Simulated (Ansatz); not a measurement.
We consider bcc Nb, described by RPBE in Ansatz (plane waves, PAW).

Run with plane-wave cutoff 520 eV, 24×24×24 k mesh, Fermi–Dirac smearing 0.05 eV, no spin polarisation, scalar-relativistic PAW data made under PBE.

A third-order Birch–Murnaghan fit to the energies gives V0 = 18.449 Å³/atom, B0 = 162 GPa, B′ = 3.7.

```json
[
 {"V (Å³/atom)": "17.339", "P (GPa)": "(withheld)"},
 {"V (Å³/atom)": "17.708", "P (GPa)": "(withheld)"},
 {"V (Å³/atom)": "18.077", "P (GPa)": "(withheld)"},
 {"V (Å³/atom)": "18.446", "P (GPa)": "0.02"},
 {"V (Å³/atom)": "18.815", "P (GPa)": "(withheld)"},
 {"V (Å³/atom)": "19.184", "P (GPa)": "-5.87"},
 {"V (Å³/atom)": "19.553", "P (GPa)": "-8.43"}
]
```

Q: Estimate the withheld pressures from this fit; the answers are the runs' own values.

A: 
- 17.339, P (GPa): 11.24
- 17.708, P (GPa): 7.14
- 18.077, P (GPa): 3.41
- 18.815, P (GPa): -3.06

The formula P = (3/2) B0 (x^(7/3) − x^(5/3)) [1 + (3/4)(B′ − 4)(x^(2/3) − 1)] with x = V0/V meets the computed pressures within 0.04 GPa when these rounded values are put in.

Measured, for comparison: bulk modulus 173 GPa (0 K value with the zero-point phonon effect removed; as tabulated in Mejia-Rodriguez and Trickey (2018), arXiv:1807.09216); equilibrium volume per atom 17.87 Å³/atom (static lattice: zero-point anharmonic expansion removed; as tabulated in Mejia-Rodriguez and Trickey (2018), arXiv:1807.09216). Computed (rounded) less measured: bulk modulus -6 %, equilibrium volume per atom +3.2 %.

Computed values are for the static lattice.

Ansatz is a program for electronic structure.
